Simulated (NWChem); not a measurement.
All runs are NWChem calculations. System: C2H6S, charge 0, spin multiplicity 1, displaced from the optimised geometry. Level: LDA (SVWN5)/def2-TZVP.

Input file:

```
start mol
memory heap 200 mb stack 900 mb global 1100 mb
geometry units angstroms nocenter noautoz noautosym
  C     -1.406673     0.000000     0.517085
  S      0.000000     0.000000    -0.667842
  C      1.406673     0.000000     0.517085
  H     -1.401697     0.916987     1.165793
  H     -2.348341     0.000000    -0.091363
  H     -1.401697    -0.916987     1.165793
  H      1.401697     0.916987     1.165793
  H      2.348341     0.000000    -0.091363
  H      1.401697    -0.916987     1.165793
end
basis spherical
  * library def2-tzvp
end
dft
  xc slater vwn_5
  semidirect memsize 60000000 filesize 0
  iterations 100
end
task dft gradient
```

NWChem printed:

```
             Northwest Computational Chemistry Package (NWChem) 7.3.0
             --------------------------------------------------------

                                NWChem Input Module
                                -------------------

 Scaling coordinates for geometry "geometry" by  1.889725989
 (inverse scale =  0.529177249)

                             Geometry "geometry" -> ""
                             -------------------------

 Output coordinates in angstroms (scale by  1.889725989 to convert to a.u.)

  No.       Tag          Charge          X              Y              Z
 ---- ---------------- ---------- -------------- -------------- --------------
    1 C                    6.0000    -1.40667300     0.00000000     0.51708500
    2 S                   16.0000     0.00000000     0.00000000    -0.66784200
    3 C                    6.0000     1.40667300     0.00000000     0.51708500
    4 H                    1.0000    -1.40169700     0.91698700     1.16579300
    5 H                    1.0000    -2.34834100     0.00000000    -0.09136300
    6 H                    1.0000    -1.40169700    -0.91698700     1.16579300
    7 H                    1.0000     1.40169700     0.91698700     1.16579300
    8 H                    1.0000     2.34834100     0.00000000    -0.09136300
    9 H                    1.0000     1.40169700    -0.91698700     1.16579300

 Effective nuclear repulsion energy (a.u.)     108.5583234503

            Nuclear Dipole moment (a.u.)
            ----------------------------
        X                 Y               Z
 ---------------- ---------------- ----------------
     0.0000000000     0.0000000000    -0.0000113384


 Summary of "ao basis" -> "" (spherical)
 ------------------------------------------------------------------------------
       Tag                 Description            Shells   Functions and Types
 ---------------- ------------------------------  ------  ---------------------
 *                         def2-tzvp                  on all atoms

                                 NWChem DFT Module
                                 -----------------

 Summary of "ao basis" -> "ao basis" (spherical)
 ------------------------------------------------------------------------------
       Tag                 Description            Shells   Functions and Types
 ---------------- ------------------------------  ------  ---------------------
 C                         def2-tzvp                11       31   5s3p2d1f
 S                         def2-tzvp                13       37   5s5p2d1f
 H                         def2-tzvp                 4        6   3s1p

 Summary of "ao basis" -> "ao basis" (spherical)
 ------------------------------------------------------------------------------
       Tag                 Description            Shells   Functions and Types
 ---------------- ------------------------------  ------  ---------------------
 C                         def2-tzvp                11       31   5s3p2d1f
 S                         def2-tzvp                13       37   5s5p2d1f
 H                         def2-tzvp                 4        6   3s1p

            General Information
            -------------------
          SCF calculation type: DFT
          Wavefunction type:  closed shell.
          No. of atoms     :     9
          No. of electrons :    34
           Alpha electrons :    17
            Beta electrons :    17
          Charge           :     0
          Spin multiplicity:     1
          Use of symmetry is: off; symmetry adaption is: off
          Maximum number of iterations: 100
          AO basis - number of functions:   135
                     number of shells:    59
          Convergence on energy requested:  1.00D-06
          Convergence on density requested:  1.00D-05
          Convergence on gradient requested:  5.00D-04

              XC Information
              --------------
                        Slater Exchange Functional  1.000 local
                      VWN V Correlation Functional  1.000 local

             Grid Information
             ----------------
          Grid used for XC integration:  medium
          Radial quadrature: Mura-Knowles
          Angular quadrature: Lebedev.
          Tag              B.-S. Rad. Rad. Pts. Rad. Cut. Ang. Pts.
          ---              ---------- --------- --------- ---------
          C                   0.70       49          11.0       434
          S                   1.00       88           9.0       590
          H                   0.35       45          12.0       434
          Grid pruning is: on
          Number of quadrature shells:   456
          Spatial weights used:  Erf1

          Convergence Information
          -----------------------
          Convergence aids based upon iterative change in
          total energy or number of iterations.
          Levelshifting, if invoked, occurs when the
          HOMO/LUMO gap drops below (HL_TOL):  1.00D-02
          DIIS, if invoked, will attempt to extrapolate
          using up to (NFOCK): 10 stored Fock matrices.

                    Damping( 0%)  Levelshifting(0.5)       DIIS
                  --------------- ------------------- ---------------
          dE  on:    start            ASAP                start
          dE off:    2 iters        100 iters           100 iters

      Screening Tolerance Information
      -------------------------------
          Density screening/tol_rho:  1.00D-10
          AO Gaussian exp screening on grid/accAOfunc:  14
          CD Gaussian exp screening on grid/accCDfunc:  20
[...]
------------------------------------------------------------

   convergence    iter        energy       DeltaE   RMS-Dens  Diis-err    time
 ---------------- ----- ----------------- --------- --------- ---------  ------
 d= 0,ls=0.0,diis     1   -475.8651037822 -5.84D+02  9.12D-03  1.45D+00     4.1
 d= 0,ls=0.0,diis     2   -475.8853441149 -2.02D-02  3.59D-03  2.09D-01     4.6
 d= 0,ls=0.0,diis     3   -475.8589534389  2.64D-02  2.15D-03  4.01D-01     5.2
 d= 0,ls=0.0,diis     4   -475.9115758400 -5.26D-02  1.99D-04  5.65D-04     5.8
 d= 0,ls=0.0,diis     5   -475.9116097918 -3.40D-05  9.05D-05  3.12D-04     6.3
  Resetting Diis
 d= 0,ls=0.0,diis     6   -475.9116491630 -3.94D-05  8.11D-06  1.52D-06     6.9
 d= 0,ls=0.0,diis     7   -475.9116493681 -2.05D-07  4.13D-06  1.17D-07     7.4

         Total DFT energy =     -475.911649368080
      One electron energy =     -871.786305472402
           Coulomb energy =      323.788301347556
    Exchange-Corr. energy =      -36.471968693555
 Nuclear repulsion energy =      108.558323450321

 Numeric. integr. density =       34.000018635964

     Total iterative time =      6.8s

                       DFT Final Molecular Orbital Analysis
                       ------------------------------------

 Vector   15  Occ=2.000000D+00  E=-3.245272D-01
              MO Center=  4.0D-06, -1.3D-09,  1.6D-01, r^2= 3.6D+00
   Bfn.  Coefficient  Atom+Function         Bfn.  Coefficient  Atom+Function
  ----- ------------  ---------------      ----- ------------  ---------------
    46     -0.249169  2 S  px                 6      0.242343  1 C  px
    74      0.242343  3 C  px                 9      0.178541  1 C  px
    77      0.178541  3 C  px               107     -0.170983  5 H  s
   125      0.170983  8 H  s                 43     -0.120913  2 S  px
    12      0.115820  1 C  px                80      0.115820  3 C  px

 Vector   16  Occ=2.000000D+00  E=-2.812370D-01
              MO Center=  5.1D-07,  1.2D-09, -3.9D-01, r^2= 2.7D+00
   Bfn.  Coefficient  Atom+Function         Bfn.  Coefficient  Atom+Function
  ----- ------------  ---------------      ----- ------------  ---------------
    48      0.377949  2 S  pz                51      0.265432  2 S  pz
    35     -0.234270  2 S  s                 36     -0.209234  2 S  s
    45      0.186274  2 S  pz                 8     -0.164373  1 C  pz
    76     -0.164373  3 C  pz                39     -0.155345  2 S  pz
    34      0.153742  2 S  s                 11     -0.123971  1 C  pz

 Vector   17  Occ=2.000000D+00  E=-1.892994D-01
              MO Center= -4.9D-09,  6.5D-10, -4.4D-01, r^2= 2.2D+00
   Bfn.  Coefficient  Atom+Function         Bfn.  Coefficient  Atom+Function
  ----- ------------  ---------------      ----- ------------  ---------------
    47      0.481239  2 S  py                50      0.411607  2 S  py
    44      0.243093  2 S  py                38     -0.195391  2 S  py
   102     -0.104256  4 H  s                114      0.104256  6 H  s
   120     -0.104256  7 H  s                132      0.104256  9 H  s
   101     -0.086875  4 H  s                113      0.086875  6 H  s

 Vector   18  Occ=0.000000D+00  E=-1.207495D-02
              MO Center= -2.2D-06,  3.1D-09, -2.4D-01, r^2= 4.6D+00
   Bfn.  Coefficient  Atom+Function         Bfn.  Coefficient  Atom+Function
  ----- ------------  ---------------      ----- ------------  ---------------
     5      1.694801  1 C  s                 73     -1.694797  3 C  s
    49      1.122373  2 S  px               102     -0.505537  4 H  s
   114     -0.505537  6 H  s                120      0.505536  7 H  s
   132      0.505536  9 H  s                108     -0.399935  5 H  s
   126      0.399934  8 H  s                 46      0.328113  2 S  px

 Vector   19  Occ=0.000000D+00  E= 1.122608D-02
              MO Center= -8.4D-07,  3.9D-08,  1.0D+00, r^2= 7.0D+00
   Bfn.  Coefficient  Atom+Function         Bfn.  Coefficient  Atom+Function
  ----- ------------  ---------------      ----- ------------  ---------------
     5      2.075430  1 C  s                 73      2.075431  3 C  s
   102     -1.125097  4 H  s                114     -1.125097  6 H  s
   120     -1.125097  7 H  s                132     -1.125097  9 H  s
   108     -0.853021  5 H  s                126     -0.853021  8 H  s
    14      0.324024  1 C  pz                82      0.324023  3 C  pz

 Vector   20  Occ=0.000000D+00  E= 2.166555D-02
              MO Center=  4.4D-07, -6.6D-10, -6.5D-02, r^2= 4.6D+00
   Bfn.  Coefficient  Atom+Function         Bfn.  Coefficient  Atom+Function
  ----- ------------  ---------------      ----- ------------  ---------------
    36      1.440743  2 S  s                 51      0.838792  2 S  pz
    12     -0.623825  1 C  px                80      0.623825  3 C  px
     5     -0.350796  1 C  s                 73     -0.350803  3 C  s
    14      0.344799  1 C  pz                82      0.344799  3 C  pz
    48      0.319429  2 S  pz                35      0.255947  2 S  s

 center of mass
 --------------
 x =   0.00000000 y =   0.00000000 z =  -0.13488340

 moments of inertia (a.u.)
 ------------------
         104.441027244887           0.000000000000           0.000000000000
           0.000000000000         329.903548524381           0.000000000000
           0.000000000000           0.000000000000         249.672763989951

     Multipole analysis of the density
     ---------------------------------

     L   x y z        total         alpha         beta         nuclear
     -   - - -        -----         -----         ----         -------
     0   0 0 0     -0.000000    -17.000000    -17.000000     34.000000

     1   1 0 0      0.000003      0.000002      0.000002      0.000000
     1   0 1 0     -0.000000     -0.000000     -0.000000      0.000000
     1   0 0 1      0.610333      0.305172      0.305172     -0.000011

     2   2 0 0    -18.013841    -85.129827    -85.129827    152.245813
     2   1 1 0      0.000000      0.000000      0.000000      0.000000
     2   1 0 1     -0.000002     -0.000001     -0.000001     -0.000000
     2   0 2 0    -21.594062    -16.802598    -16.802598     12.011134
     2   0 1 1      0.000000      0.000000      0.000000      0.000000
     2   0 0 2    -21.285064    -38.849864    -38.849864     56.414665

            General Information
            -------------------
          SCF calculation type: DFT
          Wavefunction type:  closed shell.
          No. of atoms     :     9
          No. of electrons :    34
           Alpha electrons :    17
            Beta electrons :    17
          Charge           :     0
          Spin multiplicity:     1
          Use of symmetry is: off; symmetry adaption is: off
          Maximum number of iterations: 100
          AO basis - number of functions:   135
                     number of shells:    59
          Convergence on energy requested:  1.00D-06
          Convergence on density requested:  1.00D-05
          Convergence on gradient requested:  5.00D-04

              XC Information
              --------------
                        Slater Exchange Functional  1.000 local
                      VWN V Correlation Functional  1.000 local

             Grid Information
             ----------------
          Grid used for XC integration:  medium
          Radial quadrature: Mura-Knowles
          Angular quadrature: Lebedev.
          Tag              B.-S. Rad. Rad. Pts. Rad. Cut. Ang. Pts.
          ---              ---------- --------- --------- ---------
          C                   0.70       49          11.0       434
          S                   1.00       88           9.0       590
          H                   0.35       45          12.0       434
          Grid pruning is: on
          Number of quadrature shells:   456
          Spatial weights used:  Erf1

          Convergence Information
          -----------------------
          Convergence aids based upon iterative change in
          total energy or number of iterations.
          Levelshifting, if invoked, occurs when the
          HOMO/LUMO gap drops below (HL_TOL):  1.00D-02
          DIIS, if invoked, will attempt to extrapolate
          using up to (NFOCK): 10 stored Fock matrices.

                    Damping( 0%)  Levelshifting(0.5)       DIIS
                  --------------- ------------------- ---------------
          dE  on:    start            ASAP                start
          dE off:    2 iters        100 iters           100 iters

      Screening Tolerance Information
      -------------------------------
          Density screening/tol_rho:  1.00D-10
          AO Gaussian exp screening on grid/accAOfunc:  14
          CD Gaussian exp screening on grid/accCDfunc:  20
          XC Gaussian exp screening on grid/accXCfunc:  20
          Schwarz screening/accCoul:  1.00D-08

                            NWChem DFT Gradient Module
                            --------------------------

  charge          =   0.00
  wavefunction    = closed shell

                         DFT ENERGY GRADIENTS

    atom               coordinates                        gradient
                 x          y          z           x          y          z
   1 C      -2.658227   0.000000   0.977149   -0.003602   0.000000   0.002001
   2 S       0.000000   0.000000  -1.262038   -0.000000   0.000000  -0.024202
   3 C       2.658227   0.000000   0.977149    0.003602  -0.000000   0.002002
   4 H      -2.648823   1.732854   2.203029   -0.001143   0.010038   0.007992
   5 H      -4.437721   0.000000  -0.172651   -0.011320  -0.000000  -0.005886
   6 H      -2.648823  -1.732854   2.203029   -0.001143  -0.010038   0.007992
   7 H       2.648823   1.732854   2.203029    0.001143   0.010038   0.007992
   8 H       4.437721   0.000000  -0.172651    0.011320   0.000000  -0.005886
   9 H       2.648823  -1.732854   2.203029    0.001143  -0.010038   0.007992

                 ----------------------------------------
                 |  Time  |  1-e(secs)   |  2-e(secs)   |
                 ----------------------------------------
                 |  CPU   |       0.02   |       8.57   |
                 ----------------------------------------
                 |  WALL  |       0.02   |       8.57   |
                 ----------------------------------------

 Task  times  cpu:       16.6s     wall:       16.6s

 Total times  cpu:       16.7s     wall:       16.7s
```
